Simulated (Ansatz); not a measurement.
A calculation with Ansatz (development build ahead of 0.2.0).

```yaml
crystal:
  periodic: [false, false, false]
  atoms:
    - { symbol: Si, position_ang: [-0.00996, -0.00081, 0.07909] }
    - { symbol: H, position_ang: [1.41761, 0.00527, -0.36585] }
    - { symbol: H, position_ang: [-0.71383, 1.23168, -0.38058] }
    - { symbol: H, position_ang: [-0.71444, -1.23475, -0.38059] }
basis:
  gaussian: { orbitals: STO-3G }
magnetization:
  spin_polarized: true
  initial_magnetization: 1
hamiltonian:
  xc: hf
correlation:
  method: mp2
  frozen_orbitals: { H: 0, Si: 5 }
```

The input is written out in the form of the current development build from the run's settings.

Output:

| Property | Result |
| --- | --- |
| Converged | yes |
| Reference energy | -287.26966 hartree |
| Correlation energy | -0.03545 hartree |
| Total energy | -287.30511 hartree |
| Spin squared of the determinant | 0.752 |
